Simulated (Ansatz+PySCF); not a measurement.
Results of a calculation; reference values are marked as such.
## Several solutions for singlet BH

| atom | x (Å) | y (Å) | z (Å) |
| --- | --- | --- | --- |
| B | 0.0000 | 0.0000 | -0.2192 |
| H | 0.0000 | 0.0000 | 1.0958 |

Basis set: 6-31G (spherical functions). Charge 0, multiplicity 1.

PBE0 (unrestricted) was run from several starts with Ansatz (development build ahead of 0.2.0) and PySCF 2.14.0.

| run | program | start | converged | energy (hartree) | <S²> |
| --- | --- | --- | --- | --- | --- |
| A | Ansatz | stability test followed | yes | -25.23086 | 0.21 |
| B | PySCF | program defaults | yes | -25.23002 | 0.00 |
| C | Ansatz | search for the lowest state | yes | -25.23086 | 0.21 |
| D | Ansatz | atomic start, no search | yes | -25.23002 | 0.00 |

Q: Which runs reached the lowest solution of this kind, and what is wrong with the others?

A: A, C reached the lowest solution found. Converged but too high: B by 0.02 eV, D by 0.02 eV. Convergence only shows a stationary point, and even a stable one can lie too high; stability tests and further starts are what find lower ones. Caution: the unrestricted determinant is spin contaminated.
